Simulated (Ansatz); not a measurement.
# SiH4O (singlet): from Hartree-Fock to the top rungs at distance O1–H3 along a hydrogen transfer = 1.059 Å, cc-pVDZ

One table from this session's results is given with a row withheld; the runs are named, their logs left out.

The runs use Ansatz 0.2.0, Gaussian basis; cc-pVDZ, core rule «outside noble gas», up to 6 orbitals frozen.

Plan: UHF; CCSD(T) on RHF; CCSD(T) on UHF; BCCD(T) on RHF; CISD; CCSDT(Q) on RHF; CCSDT(Q) on UHF; CASSCF and MRCISD+Q, 2 electrons in 2 orbitals; CASSCF and NEVPT2, 2 electrons in 2 orbitals.

7 further runs of the same task are left out: 2 for a mislabelled method, 5 that didn't finish.

## What is computed

The geometry derives from fragments relaxed apart (PBE0/def2-TZVP) and kept rigid, so it is no stationary point. A hydrogen atom is moved between rigid fragments.

6 atoms, charge 0, spin multiplicity 1.

Atoms are counted from 1 here; the program's logs count them from 0.

Bond lengths: O1–H2 0.960 Å, O1–H3 1.059 Å, H3–Si4 1.689 Å, Si4–H5 1.526 Å, Si4–H6 1.526 Å. Angles: H2–O1–H3 105.1°, O1–H3–Si4 180.0°, H3–Si4–H5 113.7°, H3–Si4–H6 113.7°, H5–Si4–H6 91.2°.

Set-up of the first run:

Input file in.yaml:

```yaml
crystal:
  periodic: [false, false, false]
  atoms:
    - {symbol: O, position_ang: [-1.761735, 0.017219, 0.000000]}
    - {symbol: H, position_ang: [-2.011044, 0.943795, 0.000000]}
    - {symbol: H, position_ang: [-0.702735, 0.017219, 0.000000]}
    - {symbol: Si, position_ang: [0.986265, 0.017219, 0.000000]}
    - {symbol: H, position_ang: [1.598446, -0.857065, 1.090012]}
    - {symbol: H, position_ang: [1.598446, -0.857065, -1.090012]}
basis:
  gaussian: {orbitals: cc-pVDZ}
magnetization: {spin_polarized: true, initial_magnetization: 0}
hamiltonian: {xc: hf}
output: {orbitals: {seedname: orbitals}}
```

Launch:

```
> ansatz run in.yaml --threads 1 --pin off --events-out ev --progress --plain --max-ram 2393MiB
```

Steps of the session up to this table: UHF; CCSD(T) on RHF; CCSD(T) on UHF; BCCD(T) on RHF; CISD; CCSDT(Q) on RHF; CCSDT(Q) on UHF; CASSCF and MRCISD+Q, 2 electrons in 2 orbitals; CASSCF and NEVPT2, 2 electrons in 2 orbitals.

One of the session's tables, all rows but one given; the rest of the session is left out.

| method | from RCCSDT(Q) (kcal/mol) |
| --- | --- |
| RHF | +221.13 |
| UHF | ? |
| RMP2 | +27.69 |
| UMP2 | +32.58 |
| CISD | +27.08 |
| RCCSD | +6.42 |
| UCCSD | +7.27 |
| RCCSD(T) | +1.22 |
| UCCSD(T) | +1.90 |
| BCCD(T) | +1.19 |
| RCCSDT | +0.57 |
| UCCSDT | +0.66 |
| RCCSDT(Q) | 0 |
| UCCSDT(Q) | +0.01 |

**Question.** Estimate the row for UHF.

As computed: from RCCSDT(Q) (kcal/mol): +217.07. In the column «from RCCSDT(Q) (kcal/mol)» it lies between UMP2 (+32.58) and RHF (+221.13).

Left out of the table: CASSCF pair, NEVPT2 pair, MRCISD pair, MRCISD+Q pair (the active space lost an orbital or holds another state than full CI finds).

Caveats from the session: The determinant is far from a pure spin state, so its energy mixes those of several spin states (harmless only where they are near-degenerate, as at dissociation). Restricted and unrestricted rows rest on different reference determinants; where their highest levels disagree by more than a few hundredths of an eV, they describe different states and don't form one ladder. Warnings in the runs' records: passed over end.
